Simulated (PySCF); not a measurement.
Compound: C₅H₇O (doublet state).
Geometry (GFN2-xTB, Å), atoms numbered from 1 in this order:
```
atom  x, y, z in Å
C1     1.7320    0.7016   -1.0209
O2     1.1238   -0.3597   -0.4329
C3    -0.1391   -0.1851    0.1586
C4    -0.6048   -1.5134    0.7124
C5    -1.0936    0.8450   -0.3567
C6    -0.5200    1.1186    0.7862
H7     2.6105    0.4302   -1.5713
H8     1.1519    1.5665   -1.2896
H9    -0.6871   -2.2441   -0.0896
H10   -1.5728   -1.3980    1.1914
H11    0.1138   -1.8840    1.4400
H12   -1.7520    1.1320   -1.1409
H13   -0.3668    1.7908    1.5955
```

The hyperfine couplings belong to this conformer and change with its torsions.

The species is `[CH2]OC1(C)C=C1` [radical].

Computed with PySCF, UKS B3LYP, pcH-1 on C H O, non-relativistic, mean-field spin-orbit, GIAO. The structure is a single GFN2-xTB conformer in the gas phase; no vibrational or solvent corrections. A GFN2-xTB geometry isn't a minimum of the functional, and hyperfine couplings can be far from their values at a DFT geometry. Stability of the SCF solution: not tested.

Task: The isotropic 13C couplings, averaged over equivalent nuclei, are +139.6, -6.3, +5.8, -1.0 MHz. Assign them to C1; C3; C4; C5/C6.

Result: 
```
 site  a_iso (MHz)  ρ(0) (bohr⁻³)                 position  distance from C1 (Å)  spin population  largest |T| (MHz)
   C1       +139.6        +0.1242  largest spin population                  0.00            +0.91              144.5
   C3         -6.3        -0.0056          2 bonds from C1                  2.38            -0.02                2.9
   C4         -1.0        -0.0009          3 bonds from C1                  3.66             0.00                0.9
C5/C6         +5.8        +0.0052          3 bonds from C1                  2.91            +0.02                4.2
```

Task: Match the computed a_iso(1H) values -42.0, -39.7, +7.0, -0.5 MHz (means over equivalent nuclei) with the sites H7; H8; H9/H10/H11; H12/H13.

Result: 
```csv
site,a_iso (MHz),ρ(0) (bohr⁻³),position,distance from C1 (Å),bound to,spin population there,largest |T| (MHz)
H7,-42.0,-0.0094,"α, 1 bond from C1",1.07,C1,+0.91,35.4
H8,-39.7,-0.0089,"α, 1 bond from C1",1.08,C1,+0.91,34.7
H9/H10/H11,-0.5,-0.0001,4 bonds from C1,4.11,C4,0.00,2.9
H12/H13,+7.0,+0.0016,4 bonds from C1,3.52,C5/C6,+0.02,3.3
```

ρ(0) is the spin density at the nucleus and T the dipolar tensor; entries for several nuclei are means. The Mulliken spin populations are largest on C1 (+0.91) and O2 (+0.14). No atom but C1 exceeds +0.15. The angles at C1 add up to 353.9°, so it is slightly pyramidal.

Means are taken over nuclei equivalent by connectivity, which assumes that they swap fast. H7 and H8 aren't averaged: C1 is flat or nearly so (angle sum 354°), and its turn about the short C1–O2 bond (1.36 Å) is taken as slow.
